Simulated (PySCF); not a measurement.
Molecule: `C=CC(=O)Cl`, C$_{3}$H$_{3}$ClO.

Structure with atom numbers: `[CH2:1]=[CH:2][C:3](=[O:4])[Cl:5]` (H(Xn): hydrogen on atom n). Ha(C1) is cis to C3; Hb(C1) is trans to C3.

Geometry PBE0-D3(BJ)/def2-SVP throughout; GIAO in PySCF 2.14.0 with density-fitted response routines, gas phase, one conformer, non-relativistic; equivalent atoms averaged; basis pcSseg-2.

For orientation, PBE gives these absolute shieldings σ: C3 0.0, C1 35.9, C2 33.0, O4 -210.3, Cl5 406.2, Ha(C1) 24.43, H(C2) 24.55, Hb(C1) 25.25 ppm.

A run gave: C3 0.0, C1 36.0, C2 33.3, O4 -208.6, Cl5 403.8, Ha(C1) 24.51, H(C2) 24.64, Hb(C1) 25.32 ppm (absolute shieldings σ).

Task: Which functional was used in that run?
A. BP86
B. HF
C. BLYP
D. OPBE

Result: A. C3 tells them apart best: BP86 gives 0.0, BLYP gives -6.1, HF gives 14.1, OPBE gives 12.2 ppm.
